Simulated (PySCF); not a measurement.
Molecule: SMILES CC[PH](=O)CC, C$_{4}$H$_{11}$OP.

Molfile (atoms numbered from 1):
```
C4H11OP
     RDKit          3D

 17 16  0  0  0  0  0  0  0  0999 V2000
   -2.1107    0.3765    0.2658 C   0  0  0  0  0  0  0  0  0  0  0  0
   -1.2906   -0.8618    0.5929 C   0  0  0  0  0  0  0  0  0  0  0  0
    0.4530   -0.8184    0.0655 P   0  0  0  0  0  5  0  0  0  0  0  0
    1.2094   -2.0887    0.2971 O   0  0  0  0  0  0  0  0  0  0  0  0
    1.2071    0.6404    0.8580 C   0  0  0  0  0  0  0  0  0  0  0  0
    2.7026    0.7038    0.5779 C   0  0  0  0  0  0  0  0  0  0  0  0
   -1.7502    1.2637    0.8081 H   0  0  0  0  0  0  0  0  0  0  0  0
   -3.1661    0.2319    0.5408 H   0  0  0  0  0  0  0  0  0  0  0  0
   -2.0823    0.6083   -0.8109 H   0  0  0  0  0  0  0  0  0  0  0  0
   -1.2723   -1.0717    1.6757 H   0  0  0  0  0  0  0  0  0  0  0  0
   -1.7076   -1.7644    0.1161 H   0  0  0  0  0  0  0  0  0  0  0  0
    0.3435   -0.4057   -1.3045 H   0  0  0  0  0  0  0  0  0  0  0  0
    0.6832    1.5520    0.5253 H   0  0  0  0  0  0  0  0  0  0  0  0
    1.0176    0.5304    1.9399 H   0  0  0  0  0  0  0  0  0  0  0  0
    2.9055    0.8673   -0.4922 H   0  0  0  0  0  0  0  0  0  0  0  0
    3.1779    1.5224    1.1381 H   0  0  0  0  0  0  0  0  0  0  0  0
    3.1808   -0.2439    0.8649 H   0  0  0  0  0  0  0  0  0  0  0  0
  1  2  1  0
  2  3  1  0
  3  4  2  0
  3  5  1  0
  5  6  1  0
  1  7  1  0
  1  8  1  0
  1  9  1  0
  2 10  1  0
  2 11  1  0
  3 12  1  0
  5 13  1  0
  5 14  1  0
  6 15  1  0
  6 16  1  0
  6 17  1  0
M  END
```

Geometry PBE0-D3(BJ)/def2-SVP throughout; GIAO in PySCF, gas phase, one conformer, non-relativistic; equivalent atoms averaged; basis pcSseg-1.

Task: How do the absolute shieldings σ depend on the functional? (ppm; last column core-seconds on 1 thread of an Arm Neoverse V1, shared host)

Result: 
```tsv
functional	kind	C2/C5	C1/C6	P3	O4	H12	H11/H14	H10/H13	H7/H8/H9/H15/H16/H17	core-s
WP04	global hybrid	146.2	162.2	283.7	232.4	25.33	30.10	30.30	30.48	16
B97-2	global hybrid	158.6	175.6	308.1	239.6	24.66	29.91	30.10	30.30	16
BHandHLYP	global hybrid	159.8	176.7	306.3	249.9	25.11	30.04	30.26	30.35	15
CAM-B3LYP	range-separated hybrid	156.8	175.7	292.1	241.0	24.73	29.90	30.10	30.26	22
wB97X-D	range-separated hybrid	159.8	177.1	302.4	244.2	24.75	29.96	30.17	30.32	21
LC-wPBE	range-separated hybrid	165.2	182.1	310.1	258.7	24.80	29.92	30.16	30.30	32
```

Task: Which nucleus moves most, in ppm?

Result: P3 (phosphorus bonded to 2 C, O, H): from 283.7 ppm with WP04 to 310.1 ppm with LC-wPBE. The smallest spread is 0.19 ppm, at H11/H14. Proton shifts span only some 12 ppm, so a few tenths of a ppm matter as much there as several ppm in carbon.
